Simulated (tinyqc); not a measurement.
The basis set: RHF and MP2 along a ladder of basis sets, for BH3, spin multiplicity 1. Computed by the program tinyqc with PySCF. Same geometry throughout; the dipole is taken about the origin.

Geometry (angstrom):
```
atom        x        y       z
B      0.0000   0.0000  0.0230
H      1.1550   0.0000  0.0000
H     -0.5770   1.0000  0.0000
H     -0.5770  -1.0000  0.0000
```

RHF and frozen-core MP2 in a ladder of bases:
```
basis        functions  E(RHF) (hartree)  E(MP2 corr) (hartree)  HOMO (eV)  LUMO (eV)  dipole (debye)
sto-3g               8        -26.070502              -0.034274   -12.8581     6.4560          0.0715
3-21g               15        -26.235501              -0.054200   -13.7427     2.1486          0.0677
6-31g               15        -26.375174              -0.053933   -13.6492     2.3818          0.0658
6-31g**             29        -26.390830              -0.092923   -13.6565     2.4675          0.0648
cc-pvdz             29        -26.387767              -0.091486   -13.6631     1.9404          0.0594
aug-cc-pvdz         50        -26.388520              -0.094880   -13.6851     0.8991          0.0561
cc-pvtz             72        -26.398432              -0.113462   -13.7287     1.6663          0.0575
```

What does the comparison show, and why?

From cc-pVDZ to cc-pVTZ the RHF energy falls by 10.7 mhartree and the correlation energy by 22.0. If valence correlation converges as X^-3, (27 E(T) - 8 E(D))/19 gives -0.1227 hartree, a rough estimate from such small X that usually falls short; STO-3G holds about 28 % of it. Beyond STO-3G the LUMO moves by 1.6 eV and the HOMO by 0.1 eV.
